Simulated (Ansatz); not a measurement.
# C2HF2: the cost of one run

Computed with the Python package of Ansatz 0.2.0. Level of theory: r2SCAN/cc-pVDZ.

**1. The structure**

Bond lengths: C1–C2 1.241 Å, C2–F3 1.318 Å, C2–F4 1.304 Å, C1–H5 1.117 Å. Angles: C1–C2–F3 118.6°, C1–C2–F4 122.8°, F3–C2–F4 118.5°, C2–C1–H5 176.1°.

The script holds or builds the structure itself.

**2. Script**

Input file run_spin.py:

```python
# -*- coding: utf-8 -*-
"""Vertical spin-state energies of C2HF2."""

import warnings

import ansatz

config = {
    "basis": "cc-pVDZ",
    "xc": "r2SCAN",
}

GEOMETRY = """
C    -0.16570    0.74350   -0.13780
C     0.10290   -0.44890    0.07660
F     1.04770   -0.73510    0.94980
F    -0.45950   -1.42800   -0.57640
H    -0.47550    1.79470   -0.35360
"""

warnings.simplefilter("ignore", ansatz.DeckWarning)

c2hf2 = ansatz.Crystal.molecule()
for line in GEOMETRY.strip().splitlines():
    symbol, *xyz = line.split()
    c2hf2 = c2hf2.atom(symbol, [float(v) for v in xyz])

calc = (
    c2hf2.calculation()
    .basis(gaussian=config["basis"])
    .functional(config["xc"])
)
found = {}
for unpaired in [1, 3]:
    report = calc.spin("collinear", total=unpaired).run(threads=1, backend="cpu").report
    s = unpaired / 2
    found[unpaired] = report["free_energy_ev"]
    print(f"2S+1 = {unpaired + 1}: E = {found[unpaired]:.5f} eV, <S^2> = {abs(report['mean_field']['state']['spin_squared']):.3f} (pure state {s * (s + 1):.2f})")
lowest = min(found, key=found.get)
for unpaired, e in found.items():
    print(f"multiplicity {unpaired + 1}: {(e - found[lowest]):.3f} eV above the lowest")
```

**3. What the engine is handed**

The engine receives this input (first run):

```yaml
crystal:
  periodic: [false, false, false]
  atoms:
    - { symbol: C, position_ang: [-0.1657, 0.7435, -0.1378] }
    - { symbol: C, position_ang: [0.1029, -0.4489, 0.0766] }
    - { symbol: F, position_ang: [1.0477, -0.7351, 0.9498] }
    - { symbol: F, position_ang: [-0.4595, -1.428, -0.5764] }
    - { symbol: H, position_ang: [-0.4755, 1.7947, -0.3536] }
basis:
  gaussian:
    orbitals: cc-pVDZ
hamiltonian:
  xc: r2scan
magnetization:
  spin_polarized: true
  initial_magnetization: 1.0
```

**4. The run**

On the command line:

```
> python run_spin.py
```

Q: Estimate wall time and peak memory on 1 thread of Arm Neoverse V1, shared host.

About 8.3 s, with a peak of 0.2 GiB.
